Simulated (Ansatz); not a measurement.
Born–Oppenheimer molecular dynamics of BFH₂O (5 atoms, charge 0, multiplicity 1). It starts from a relaxed structure.

These are results of RKS CAM-B3LYP/cc-pVDZ (Ansatz 0.2.0), not measurements.

```yaml
ensemble: NVE (velocity Verlet)
time_step: 0.25 fs
steps_asked: 166
starting_velocities_drawn_for: 500 K
masses: H 10 u
seed: 527263
```

Frames 1.25 fs apart, positions in Å, forces in eV/Å.

Velocities at 5 fs (Å/ps):

```
B 2.53 1.45 -2.40
H -6.78 -2.65 1.49
F 0.63 0.68 -2.64
O 2.02 -1.48 4.46
H -0.37 2.17 -1.03
```

```xyz
5
Properties=species:S:1:pos:R:3:forces:R:3 time_fs=5 energy_less_start_eV=0.125 T=178
B 0.011 -0.074 -0.076 -0.04 -0.20 3.19
H -0.070 -0.139 1.184 0.36 0.18 -1.07
F 1.146 0.222 -0.653 0.90 0.26 -0.59
O -1.048 -0.331 -0.795 -0.63 -0.07 -2.12
H -1.856 -0.523 -0.340 -0.59 -0.17 0.60
5
Properties=species:S:1:pos:R:3:forces:R:3 time_fs=6.25 energy_less_start_eV=0.141 T=136
B 0.014 -0.072 -0.077 -0.09 -0.23 3.30
H -0.078 -0.142 1.185 0.43 0.21 -1.11
F 1.147 0.223 -0.656 0.92 0.27 -0.58
O -1.046 -0.333 -0.790 -0.66 -0.07 -2.25
H -1.857 -0.521 -0.340 -0.60 -0.18 0.63
5
Properties=species:S:1:pos:R:3:forces:R:3 time_fs=7.5 energy_less_start_eV=0.135 T=153
B 0.017 -0.071 -0.073 -0.17 -0.27 3.08
H -0.086 -0.145 1.184 0.50 0.24 -1.05
F 1.149 0.224 -0.660 0.82 0.24 -0.48
O -1.044 -0.335 -0.787 -0.60 -0.05 -2.18
H -1.858 -0.518 -0.340 -0.54 -0.16 0.62
5
Properties=species:S:1:pos:R:3:forces:R:3 time_fs=8.75 energy_less_start_eV=0.111 T=214
B 0.020 -0.070 -0.065 -0.26 -0.29 2.55
H -0.092 -0.147 1.182 0.55 0.25 -0.89
F 1.151 0.225 -0.665 0.61 0.19 -0.29
O -1.043 -0.337 -0.787 -0.48 -0.01 -1.92
H -1.861 -0.516 -0.339 -0.41 -0.14 0.55
5
Properties=species:S:1:pos:R:3:forces:R:3 time_fs=10 energy_less_start_eV=0.082 T=289
B 0.022 -0.069 -0.054 -0.34 -0.31 1.76
H -0.098 -0.149 1.179 0.58 0.26 -0.64
F 1.154 0.227 -0.669 0.32 0.11 -0.04
O -1.043 -0.339 -0.788 -0.33 0.04 -1.52
H -1.864 -0.514 -0.337 -0.23 -0.10 0.44
5
Properties=species:S:1:pos:R:3:forces:R:3 time_fs=11.25 energy_less_start_eV=0.061 T=342
B 0.024 -0.069 -0.040 -0.40 -0.31 0.77
H -0.103 -0.151 1.174 0.60 0.26 -0.31
F 1.157 0.228 -0.674 -0.02 0.02 0.27
O -1.043 -0.341 -0.791 -0.17 0.09 -1.02
H -1.868 -0.513 -0.335 -0.02 -0.06 0.30
5
Properties=species:S:1:pos:R:3:forces:R:3 time_fs=12.5 energy_less_start_eV=0.060 T=344
B 0.026 -0.069 -0.025 -0.41 -0.29 -0.33
H -0.108 -0.153 1.169 0.59 0.24 0.10
F 1.161 0.230 -0.678 -0.36 -0.08 0.58
O -1.042 -0.343 -0.795 -0.03 0.14 -0.49
H -1.871 -0.511 -0.332 0.21 -0.02 0.14
5
Properties=species:S:1:pos:R:3:forces:R:3 time_fs=13.75 energy_less_start_eV=0.082 T=289
B 0.027 -0.070 -0.010 -0.39 -0.26 -1.44
H -0.111 -0.153 1.165 0.57 0.22 0.54
F 1.164 0.231 -0.682 -0.67 -0.17 0.88
O -1.042 -0.344 -0.799 0.07 0.19 0.04
H -1.875 -0.509 -0.329 0.42 0.02 -0.02
5
Properties=species:S:1:pos:R:3:forces:R:3 time_fs=15 energy_less_start_eV=0.119 T=193
B 0.027 -0.071 0.003 -0.34 -0.22 -2.42
H -0.113 -0.154 1.161 0.54 0.20 0.95
F 1.166 0.233 -0.686 -0.92 -0.24 1.14
O -1.042 -0.346 -0.803 0.12 0.22 0.49
H -1.877 -0.508 -0.326 0.61 0.05 -0.17
5
Properties=species:S:1:pos:R:3:forces:R:3 time_fs=16.25 energy_less_start_eV=0.158 T=93
B 0.027 -0.072 0.012 -0.28 -0.17 -3.16
H -0.115 -0.154 1.158 0.50 0.17 1.27
F 1.168 0.234 -0.688 -1.11 -0.30 1.33
O -1.042 -0.347 -0.807 0.13 0.23 0.85
H -1.879 -0.506 -0.323 0.75 0.07 -0.29
5
Properties=species:S:1:pos:R:3:forces:R:3 time_fs=17.5 energy_less_start_eV=0.183 T=29
B 0.026 -0.074 0.017 -0.23 -0.13 -3.56
H -0.116 -0.155 1.157 0.48 0.16 1.43
F 1.169 0.235 -0.689 -1.21 -0.34 1.45
O -1.042 -0.348 -0.810 0.11 0.23 1.06
H -1.880 -0.504 -0.320 0.85 0.08 -0.38
5
Properties=species:S:1:pos:R:3:forces:R:3 time_fs=18.75 energy_less_start_eV=0.183 T=28
B 0.025 -0.076 0.017 -0.18 -0.10 -3.56
H -0.116 -0.154 1.159 0.48 0.16 1.39
F 1.168 0.236 -0.689 -1.24 -0.36 1.47
O -1.041 -0.349 -0.812 0.05 0.22 1.13
H -1.879 -0.502 -0.318 0.88 0.08 -0.42
```

Of the whole run (42 fs, mean temperature of the second half 288 K): The conserved energy stayed within 0.028 meV per atom of its start (net change 0.025 meV per atom), so the integration is sound. A run of 0.042 ps of so small a system gives no equilibrium averages.

Time of the run: 3 min on 1 thread of Arm Neoverse V1 (shared host), peak memory 0.093 GiB.
